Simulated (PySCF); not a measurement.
# Identify the compound

Molecular formula: C6H4N2O2. Simulated spectra:

¹H NMR (600 MHz, computed): δ 7.09 (m, 2H), 6.01 (br, 2H).

¹³C{¹H} NMR (computed): δ 162.1 (C, 2C), 135.8 (CH, 2C), 112.5 (C, 2C).

PySCF 2.14 calculation with couplings computed with B3LYP/pcJ-1 (without the spin–dipole term), PBE0-D3(BJ)/def2-SVP structure and shielding tensors at PBE0/pcSseg-1 (GIAO); one averaged value for each set of equivalent atoms, non-relativistic Hamiltonian, a single conformation, no solvent.

δ = σ(ref) − σ, references computed at the same level: ¹H (31.27 ppm), ¹³C (184.41 ppm) against TMS.

Deduce the structure.

## Answers


1. The formula gives 6 degrees of unsaturation (2 rings in the answer).
2. 3 carbon signals for 6 carbons: some carbons are equivalent by symmetry or fast rotation.
3. Carbon types of the structure: 4 × C, 2 × CH, leaving 2 H on heteroatoms.
4. δC 162.1: amide carbonyl carbon; it is a carbonyl in resonance with an O or N lone pair, the region of acids, esters and amides.
5. δC 135.8: alkene carbon bearing nitrogen; an sp2 carbon further deshielded by the attached heteroatom.
6. δC 112.5: β carbon of an enol-ether or enamine type C=C; the O or N lone pair pushes π density onto this β carbon and shields it.
7. δH 7.09: hydrogen on an alkene carbon bearing nitrogen; a vinylic proton, deshielded by the sp2 carbon and the C=C anisotropy.
8. δH 6.01: hydrogen on an amide-type nitrogen; labile proton, position sensitive to the medium.

These data were computed for `O=C1NC=C2C(=O)NC=C12`.

This is the structure that produced the data.

Exchangeable OH/NH protons stand at their gas-phase positions; hydrogen bonding in a real sample shifts them, mostly to higher δ. Amide-type NH protons are broadened by 14N but still split neighbouring CH signals. Multiplet labels drop couplings under 1 Hz and merge nearly equal ones. Couplings among chemically equivalent protons are left out too, so labels in AA′BB′ or AA′XX′ sets are apparent multiplicities. Shifts are as computed. Against solution values, carbons near 30 ppm lie about +2 ppm off and those near 130 ppm about +5 ppm. Of 1211 compounds with measured shifts, 218 miss one by over three times the rms of a fit or turn the order of signals round; such compounds aren't used in these exercises. Hydrogen bonding in solution deshields acid and N–H amide carbonyl carbons by as much as 10 ppm beyond these values.
